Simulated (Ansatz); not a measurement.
**BH3 (borane) at 6 levels**

We compute a comparison of 6 runs (B2PLYP/3-21G, HSE06/3-21G, PBE/3-21G, wB97M-V/3-21G, B3LYP/6-31G*, CCSDTQ/3-21G) of BH3 (borane). 

Program for the calculation: Ansatz 0.2.0.

54 further runs of the same task are left out: 54 set aside as unsound or not needed.

### 1 The system as given

BH3: 4 atoms, total charge 0, spin state singlet. SMILES: `B`. The H2–B1 distance was set to 2.387 Å, away from the relaxed value. At this shape a bond of the SMILES string is far longer than usual.

Bond lengths: B1–H3 1.193 Å, B1–H4 1.193 Å. Angles: H3–B1–H4 120.0°.

### 2 A single-point energy at B2PLYP/3-21G (run 1)

molecule.yaml

```yaml
crystal:
  periodic: [false, false, false]
  atoms:
    - {symbol: B, position_ang: [-0.954418, -0.411907, -0.579010]}
    - {symbol: H, position_ang: [0.982200, 0.381700, 0.568800]}
    - {symbol: H, position_ang: [-1.244518, -1.568607, -0.530910]}
    - {symbol: H, position_ang: [-1.632718, 0.348093, -1.200810]}
basis:
  gaussian:
    orbitals: 3-21G.json
hamiltonian:
  xc: {name: B2PLYP}
correlation:
  frozen_orbitals: {B: 1, H: 0}
accuracy: high
```

The basis set 3-21G is read from a file made from the Basis Set Exchange's data (not shown).

Launch:

```sh
ansatz run molecule.yaml --threads 1 --pin off --max-ram 2610MiB --events-out events.jsonl --progress --plain --runs-dir runs
```

Output:

```text
Warning: RAYON_NUM_THREADS=1 ignored (pool sized by the plan → 1); use --threads N
Functional definition: B2PLYP
  name "B2PLYP"
  parameter a = 0.53
  parameter c = 0.27
  exchange = (1 - a)*b88_x + a*exact_x
  correlation = (1 - c)*lyp_c + c*(mp2_os + mp2_ss)
291 factors; integrals over basis functions are off by at most 3.4e-9 eV
mean field evaluation 1: about -713.4338 eV, gradient 6.4e0 eV
mean field evaluation 2: about -713.4170 eV, gradient 6.3e0 eV
mean field evaluation 4: about -713.6796 eV, gradient 1.1e0 eV
mean field evaluation 8: about -713.6860 eV, gradient 8.1e-4 eV
mean field evaluation 16: about -713.6860 eV, gradient 2.8e-8 eV
mean field -713.68603171 eV, -26.2274779117 hartree, gradient 2.8e-8 eV, S^2 0.000000; 0 other end points of the search recorded, 0 dependent functions left out; unrestricted orbitals would lower it
1 core orbitals not correlated: weight in the atoms' cores, before any rotation towards them, 1.000 or more for the frozen orbitals, at most 0.000 for the correlated occupied ones
reference -713.68604842 eV, -26.2274785257 hartree; 3, 3 occupied and 11, 11 virtual orbitals, 291 factors
second order -2.71611096 eV of doubles, -0.00000000 eV of singles
Total energy: -714.41939838 eV, -26.2544286396 hartree
```

Run time: 0.67 s. Hardware: 1 thread of Arm Neoverse V1, shared host.

### 3 The energy at HSE06/3-21G (run 2)

job.yaml

```yaml
crystal:
  periodic: [false, false, false]
  atoms:
    - symbol: B
      position_ang: [-0.954418, -0.411907, -0.579010]
    - symbol: H
      position_ang: [0.982200, 0.381700, 0.568800]
    - symbol: H
      position_ang: [-1.244518, -1.568607, -0.530910]
    - symbol: H
      position_ang: [-1.632718, 0.348093, -1.200810]
basis:
  gaussian:
    orbitals: 3-21G.json
hamiltonian:
  xc: {name: HSE06}
accuracy: high
```

The basis set 3-21G is read from a file made from the Basis Set Exchange's data (not shown).

Launch:

```sh
ansatz run job.yaml --threads 1 --pin off --max-ram 2610MiB --events-out events.jsonl --progress --plain --runs-dir runs
```

Output:

```text
Warning: RAYON_NUM_THREADS=1 ignored (pool sized by the plan → 1); use --threads N
Functional definition: HSE06
  name "HSE06"
  parameter a = 0.25
  parameter omega = 0.11/bohr
  exchange = pbe_x - a*pbe_x_sr(omega) + a*exact_x_sr(omega)
  correlation = pbe_c
291 factors; integrals over basis functions are off by at most 3.4e-9 eV
66 factors; integrals over basis functions are off by at most 5.3e-10 eV
mean field evaluation 1: about -714.4444 eV, gradient 4.7e0 eV
mean field evaluation 2: about -714.4688 eV, gradient 3.3e0 eV
mean field evaluation 4: about -714.5282 eV, gradient 1.7e-1 eV
mean field evaluation 8: about -714.5075 eV, gradient 2.7e-3 eV
mean field -714.50746663 eV, -26.2576650879 hartree, gradient 2.5e-8 eV, S^2 0.000000; 0 other end points of the search recorded, 0 dependent functions left out
reference -714.50746846 eV, -26.2576651555 hartree; 4, 4 occupied and 11, 11 virtual orbitals, 291 factors
Total energy: -714.50746846 eV, -26.2576651555 hartree
```

Run time: 0.61 s. Hardware: 1 thread of Arm Neoverse V1, shared host.

Runs 3 to 4 aren't shown in full; the table further down has their settings and results.

### 4 The energy at B3LYP/6-31G(d) (spherical functions) (run 5)

run.yaml

```yaml
crystal:
  periodic: [false, false, false]
  atoms:
    - {symbol: B, position_ang: [-0.954418, -0.411907, -0.579010]}
    - {symbol: H, position_ang: [0.982200, 0.381700, 0.568800]}
    - {symbol: H, position_ang: [-1.244518, -1.568607, -0.530910]}
    - {symbol: H, position_ang: [-1.632718, 0.348093, -1.200810]}
basis:
  gaussian:
    orbitals: 6-31G_st_-spherical.json
hamiltonian:
  xc: {name: B3LYP}
accuracy: high
```

The basis set 6-31G* is read from a file made from the Basis Set Exchange's data (not shown).

Launch:

```sh
ansatz run run.yaml --threads 1 --pin off --max-ram 2610MiB --events-out events.jsonl --progress --plain --runs-dir runs
```

Output:

```text
Warning: RAYON_NUM_THREADS=1 ignored (pool sized by the plan → 1); use --threads N
Functional definition: B3LYP
  name "B3LYP"
  parameter a0 = 0.2
  parameter ax = 0.72
  parameter ac = 0.81
  exchange = (1 - a0 - ax)*slater_x + ax*b88_x + a0*exact_x
  correlation = (1 - ac)*vwn_rpa_c + ac*lyp_c
414 factors; integrals over basis functions are off by at most 2.8e-9 eV
mean field evaluation 1: about -720.0228 eV, gradient 6.6e0 eV
mean field evaluation 2: about -719.9653 eV, gradient 6.4e0 eV
mean field evaluation 4: about -720.2237 eV, gradient 1.5e-1 eV
mean field evaluation 8: about -720.2182 eV, gradient 3.8e-3 eV
mean field -720.21822652 eV, -26.4675316432 hartree, gradient 6.6e-8 eV, S^2 0.000000; 0 other end points of the search recorded, 0 dependent functions left out
reference -720.21825511 eV, -26.4675326940 hartree; 4, 4 occupied and 16, 16 virtual orbitals, 414 factors
Total energy: -720.21825511 eV, -26.4675326940 hartree
```

Wall time 0.58 s (1 thread of Arm Neoverse V1, shared host).

### 5 The energy at CCSDTQ/3-21G (run 6)

job.yaml

```yaml
crystal:
  periodic: [false, false, false]
  atoms:
    - {symbol: B, position_ang: [-0.954418, -0.411907, -0.579010]}
    - {symbol: H, position_ang: [0.982200, 0.381700, 0.568800]}
    - {symbol: H, position_ang: [-1.244518, -1.568607, -0.530910]}
    - {symbol: H, position_ang: [-1.632718, 0.348093, -1.200810]}
basis:
  gaussian:
    orbitals: 3-21G.json
correlation:
  method: ccsdtq
  frozen_orbitals: {B: 1, H: 0}
accuracy: high
scf:
  omitted_lower_state_checks: [cluster_reference, increment]
```

The basis set 3-21G is read from a file made from the Basis Set Exchange's data (not shown).

Launch:

```sh
ansatz run job.yaml --threads 1 --pin off --max-ram 2610MiB --events-out events.jsonl --progress --plain --runs-dir runs
```

Output, shortened:

```text
Warning: RAYON_NUM_THREADS=1 ignored (pool sized by the plan → 1); use --threads N
Functional definition: HF
  name "HF"
[...]
291 factors; integrals over basis functions are off by at most 3.4e-9 eV
[...]
mean field -709.50652589 eV, -26.0738839056 hartree, gradient 1.8e-8 eV, S^2 0.000000; 0 other end points of the search recorded, 0 dependent functions left out; unrestricted orbitals would lower it
1 core orbitals not correlated: weight in the atoms' cores, before any rotation towards them, 1.000 or more for the frozen orbitals, at most 0.000 for the correlated occupied ones
reference -709.50652589 eV, -26.0738839056 hartree; 3, 3 occupied and 11, 11 virtual orbitals, 291 factors
second order -1.94404478 eV of doubles, -0.00000000 eV of singles
cycle   1  -2.48362022 eV  change   -5.4e-1 eV  update   1.0e-1
[...]
cycle  26  -3.09894398 eV  change   1.2e-10 eV  update  4.4e-11
Total energy: -712.60546987 eV, -26.1877679964 hartree
Checks for a lower state left out: cluster_reference, increment
```

Run time: 1.5 s. Hardware: 1 thread of Arm Neoverse V1, shared host.

### 6 Overview of the runs

```tsv
run	level	frozen core orbitals	energy (Eh)	wall time
1	B2PLYP/3-21G	1	-26.254429	0.67 s
2	HSE06/3-21G	–	-26.257665	0.61 s
3	PBE/3-21G	–	-26.256448	0.47 s
4	wB97M-V/3-21G	–	-26.271033	6 s
5	B3LYP/6-31G* (spherical functions)	–	-26.467533	0.58 s
6	CCSDTQ/3-21G	1	-26.187768	1.5 s
```

### 7 Outcome

| quantity | value |
| --- | --- |
| run 6: total energy | -26.18777 Eh |
| run 6: correlation energy (1 core orbital frozen) | -113.9 mEh |
| run 6: T1 diagnostic | 0.028 |

Totals of different functionals can't be ranked against each other. In runs 1, 6 the log says that unrestricted orbitals would lower the reference, so the values rest on an unstable closed-shell determinant (other closed-shell runs at this shape may share the fault). All runs together took 9.9 s, the longest 6 s.
